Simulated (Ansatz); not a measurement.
# SiCl (quartet): wave-function methods side by side, cc-pVDZ

The task here is to estimate one member of a computed series from the others.

Program: Ansatz 0.2.0, Gaussian basis. Level of theory: cc-pVDZ, core rule «outside noble gas», up to 10 orbitals frozen. These are calculated values, not measurements.

Plan: UHF; CCSD(T) on ROHF; CCSD(T) on UHF; BCCD(T) on ROHF; CISD as a restricted active space (open shells left free, so some higher excitations enter); CCSDT(Q) on ROHF; CCSDT(Q) on UHF; CASSCF and MRCISD+Q, 11 electrons in 8 orbitals; CASSCF and NEVPT2, 11 electrons in 8 orbitals.

9 further runs of the same task are left out: 3 that didn't finish, 6 set aside as unsound or not needed. Runs told in other sessions of the task aren't counted.

### The geometry

The geometry is a PBE0/def2-TZVP stationary point (not a proven minimum) of the parent state, kept for this charge and spin.

2 atoms, charge 0, spin multiplicity 4.

Atoms are counted from 1 here; the program's logs count them from 0.

Bond lengths: Si1–Cl2 2.067 Å.

The first run:

in.yaml

```yaml
crystal:
  periodic: [false, false, false]
  atoms:
    - {symbol: Si, position_ang: [0.000000, 0.000000, 0.000000]}
    - {symbol: Cl, position_ang: [0.000000, 0.000000, 2.067100]}
basis:
  gaussian: {orbitals: cc-pVDZ}
magnetization: {spin_polarized: true, initial_magnetization: 3}
hamiltonian: {xc: hf}
output: {orbitals: {seedname: orbitals}}
```

Started as:

```bash
$ ansatz run in.yaml --threads 1 --pin off --events-out ev --progress --plain --max-ram 2393MiB
```

Steps of the session up to this table: UHF; CCSD(T) on ROHF; CCSD(T) on UHF; BCCD(T) on ROHF; CISD as a restricted active space (open shells left free, so some higher excitations enter); CCSDT(Q) on ROHF; CCSDT(Q) on UHF; CASSCF and MRCISD+Q, 11 electrons in 8 orbitals; CASSCF and NEVPT2, 11 electrons in 8 orbitals.

One of the session's tables, all rows but one given; the rest of the session is left out.

It belongs to the step «Misses and costs». 

```
          method  from UCCSDT(Q) (kcal/mol)
            ROHF                    +124.53
             UHF                    +123.69
            RMP2                     +16.84
            UMP2                     +16.68
            CISD                     +10.38
           RCCSD                      +3.66
           UCCSD                      +3.64
        RCCSD(T)                      +0.71
        UCCSD(T)                      +0.71
         BCCD(T)                      +0.74
          RCCSDT                      +0.28
          UCCSDT                      +0.28
       RCCSDT(Q)                          ?
       UCCSDT(Q)                          0
  CASSCF valence                    +114.24
  NEVPT2 valence                     +25.60
  MRCISD valence                      +9.10
MRCISD+Q valence                      +1.14
```

Estimate the missing values for RCCSDT(Q).

The run gave: from UCCSDT(Q) (kcal/mol): +0.03. In the column «from UCCSDT(Q) (kcal/mol)» it lies between UCCSDT(Q) (0) and RCCSDT (+0.28).

To keep in mind: Restricted and unrestricted rows rest on different reference determinants; a gap between their highest levels can come from leftover correlation error, from unlike frozen cores or from another state.
